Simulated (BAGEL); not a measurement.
**C2HF3O (SMILES FC1OC1(F)F): HF/STO-3G (density fitting with qzvpp-jkfit)**

Aim: the vertical ionisation energy of C2HF3O at HF/STO-3G (density fitting with qzvpp-jkfit), from 2 runs. 

The calculation is run with BAGEL 1.2.2.

1 further run of the same task is left out (set aside as unsound or not needed).

### Step 1. Starting point

The species is C2HF3O (7 atoms), meant as a singlet with charge 0. SMILES: `FC1OC1(F)F`. The coordinates come from a PBE0-D4/def2-TZVP relaxation.

Bond lengths: F1–C2 1.334 Å, C2–O3 1.424 Å, C2–C4 1.445 Å, O3–C4 1.366 Å, C4–F5 1.322 Å, C4–F6 1.326 Å, C2–H7 1.086 Å. Some angles: F1–C2–O3 115.2°, F1–C2–C4 119.8°, O3–C2–C4 56.8°, C2–O3–C4 62.4°, C2–C4–O3 60.8°, C2–C4–F5 121.9°, C2–C4–F6 123.1°, O3–C4–F5 116.9°, O3–C4–F6 116.4°, F5–C4–F6 109.4°.

### Step 2. The energy at HF/STO-3G (density fitting with qzvpp-jkfit)

The input, job.json:

```json
{ "bagel" : [

{
  "title" : "molecule",
  "basis" : "sto-3g",
  "df_basis" : "qzvpp-jkfit",
  "angstrom" : true,
  "geometry" : [
    { "atom" : "F", "xyz" : [   -0.633400,   -1.685800,    0.231100 ] },
    { "atom" : "C", "xyz" : [   -0.181400,   -0.473900,    0.556500 ] },
    { "atom" : "O", "xyz" : [    1.148600,   -0.190200,    0.135600 ] },
    { "atom" : "C", "xyz" : [    0.132100,    0.478800,   -0.484100 ] },
    { "atom" : "F", "xyz" : [   -0.069200,    0.209600,   -1.763100 ] },
    { "atom" : "F", "xyz" : [    0.091600,    1.791700,   -0.299600 ] },
    { "atom" : "H", "xyz" : [   -0.427000,   -0.198200,    1.577800 ] }
  ]
},
{
  "title" : "hf",
  "charge" : 0
},
{
  "title" : "print",
  "file" : "orbitals.molden",
  "orbitals" : true
}

]}
```

On the command line:

```bash
$ BAGEL_NUM_THREADS=1 BAGEL job.json > job.out
```

Output:

```text
* using 1 threads per process

  ===============================================================
  ===============================================================

  *** Geometry ***

  { "atom" : "F", "xyz" : [     -1.196953,     -3.185700,      0.436716 ] },
  { "atom" : "C", "xyz" : [     -0.342796,     -0.895541,      1.051633 ] },
  { "atom" : "O", "xyz" : [      2.170539,     -0.359426,      0.256247 ] },
  { "atom" : "C", "xyz" : [      0.249633,      0.904801,     -0.914816 ] },
  { "atom" : "F", "xyz" : [     -0.130769,      0.396087,     -3.331776 ] },
  { "atom" : "F", "xyz" : [      0.173099,      3.385822,     -0.566162 ] },
  { "atom" : "H", "xyz" : [     -0.806913,     -0.374544,      2.981610 ] },

  Number of auxiliary basis functions:      476

  Since a DF basis is specified, we compute 2- and 3-index integrals:
    o Being stored without compression. Storage requirement is 0.004 GB

  Number of basis functions:       31
  Number of electrons      :       48

    * METHOD: MOLECULE                             0.16

  *** RHF ***

  === Nuclear Repulsion ===
   258.0907680570

      * DIIS with orbital gradients will be used.

  === RHF iteration (sto-3g) ===
      0       -443.05635012          0.02930674           0.02
      1       -443.27114434          0.01039701           0.02
      2       -443.29664572          0.00170011           0.02
      3       -443.29846849          0.00050513           0.02
      4       -443.29861111          0.00008651           0.02
      5       -443.29861568          0.00001187           0.02
      6       -443.29861577          0.00000413           0.02
      7       -443.29861578          0.00000145           0.02
      8       -443.29861578          0.00000027           0.02
      9       -443.29861578          0.00000007           0.02
     10       -443.29861578          0.00000002           0.02
     11       -443.29861578          0.00000001           0.02
    * SCF iteration converged.

    * Permanent dipole moment:
           (    0.367956,    -0.130796,    -0.374181) a.u.

    * METHOD: HF                                   0.29

    * METHOD: PRINT                                0.00

  ===============================================================
```

It took 0.69 s on 1 thread of AMD EPYC 7B13 (Zen 3), shared host; peak memory 0.076 GiB.

### Step 3. The doublet cation

The input, hf.json:

```json
{ "bagel": [

{
  "title": "molecule",
  "basis": "sto-3g",
  "df_basis": "qzvpp-jkfit",
  "angstrom": true,
  "geometry": [
    { "atom": "F", "xyz": [   -0.633400,   -1.685800,    0.231100 ] },
    { "atom": "C", "xyz": [   -0.181400,   -0.473900,    0.556500 ] },
    { "atom": "O", "xyz": [    1.148600,   -0.190200,    0.135600 ] },
    { "atom": "C", "xyz": [    0.132100,    0.478800,   -0.484100 ] },
    { "atom": "F", "xyz": [   -0.069200,    0.209600,   -1.763100 ] },
    { "atom": "F", "xyz": [    0.091600,    1.791700,   -0.299600 ] },
    { "atom": "H", "xyz": [   -0.427000,   -0.198200,    1.577800 ] }
  ]
},
{ "title": "uhf", "charge": 1, "nopen": 1 },
{ "title": "print", "file": "orbitals.molden", "orbitals": true }

]}
```

On the command line:

```bash
$ BAGEL_NUM_THREADS=1 BAGEL hf.json > hf.out
```

Output:

```text
* using 1 threads per process

  ===============================================================
  ===============================================================

  *** Geometry ***

  { "atom" : "F", "xyz" : [     -1.196953,     -3.185700,      0.436716 ] },
  { "atom" : "C", "xyz" : [     -0.342796,     -0.895541,      1.051633 ] },
  { "atom" : "O", "xyz" : [      2.170539,     -0.359426,      0.256247 ] },
  { "atom" : "C", "xyz" : [      0.249633,      0.904801,     -0.914816 ] },
  { "atom" : "F", "xyz" : [     -0.130769,      0.396087,     -3.331776 ] },
  { "atom" : "F", "xyz" : [      0.173099,      3.385822,     -0.566162 ] },
  { "atom" : "H", "xyz" : [     -0.806913,     -0.374544,      2.981610 ] },

  Number of auxiliary basis functions:      476

  Since a DF basis is specified, we compute 2- and 3-index integrals:
    o Being stored without compression. Storage requirement is 0.004 GB

  Number of basis functions:       31
  Number of electrons      :       48

    * METHOD: MOLECULE                             0.15

  *** Open-shell HF ***

  === Nuclear Repulsion ===
   258.0907680570

      * DIIS with orbital gradients will be used.

  === UHF iteration (sto-3g) ===
      0       -442.59805598          0.07108293           0.04
      1       -442.88455477          0.03490126           0.04
      2       -442.94254345          0.01535066           0.04
      3       -442.95638151          0.00192743           0.04
      4       -442.95776629          0.00103040           0.04
      5       -442.95834594          0.00085051           0.04
      6       -442.95911395          0.00036814           0.04
      7       -442.95927135          0.00015372           0.04
      8       -442.95929272          0.00008992           0.04
      9       -442.95930121          0.00004902           0.04
     10       -442.95930352          0.00002940           0.04
     11       -442.95930437          0.00002374           0.04
     12       -442.95930495          0.00002160           0.04
     13       -442.95930555          0.00001931           0.04
     14       -442.95930665          0.00001553           0.04
     15       -442.95930754          0.00001212           0.04
     16       -442.95930795          0.00001041           0.04
     17       -442.95930837          0.00000796           0.04
     18       -442.95930865          0.00000475           0.04
     19       -442.95930871          0.00000333           0.04
     20       -442.95930873          0.00000243           0.04
     21       -442.95930874          0.00000158           0.04
     22       -442.95930874          0.00000100           0.04
     23       -442.95930874          0.00000065           0.04
     24       -442.95930874          0.00000044           0.04
     25       -442.95930874          0.00000039           0.04
     26       -442.95930874          0.00000035           0.04
     27       -442.95930874          0.00000030           0.04
     28       -442.95930874          0.00000026           0.04
     29       -442.95930874          0.00000019           0.04
     30       -442.95930874          0.00000012           0.04
     31       -442.95930874          0.00000007           0.04
     32       -442.95930874          0.00000005           0.04
     33       -442.95930874          0.00000004           0.04
     34       -442.95930874          0.00000002           0.04
     35       -442.95930874          0.00000001           0.04
    * SCF iteration converged.

    * S^2 (UHF) is 0.7701

    * Permanent dipole moment:
           (    0.220246,     0.056071,    -0.878921) a.u.

    * METHOD: UHF                                  1.37

    * METHOD: PRINT                                0.00

  ===============================================================
```

It took 1.8 s on 1 thread of AMD EPYC 7B13 (Zen 3), shared host; peak memory 0.076 GiB.

### Step 4. Outcome

At HF/STO-3G (density fitting with qzvpp-jkfit):

| quantity | value |
| --- | --- |
| singlet C2HF3O: total energy | -443.29862 Eh |
| singlet C2HF3O: dipole moment | 1.37 D |
| singlet C2HF3O: HOMO energy | -9.82 eV |
| singlet C2HF3O: LUMO energy | 11.84 eV |
| singlet C2HF3O: HOMO–LUMO gap | 21.65 eV |
| doublet cation: total energy | -442.95931 Eh |
| doublet cation: ⟨S²⟩ | 0.770 |
| vertical ionisation energy (to the doublet cation) | 9.233 eV |

In words: Removing an electron at fixed nuclei costs 9.23 eV (891 kJ/mol). −ε(HOMO) before ionisation, 9.82 eV, is 0.58 eV above this ionisation energy. In a minimal basis such a difference can be off by several eV, whatever the method.
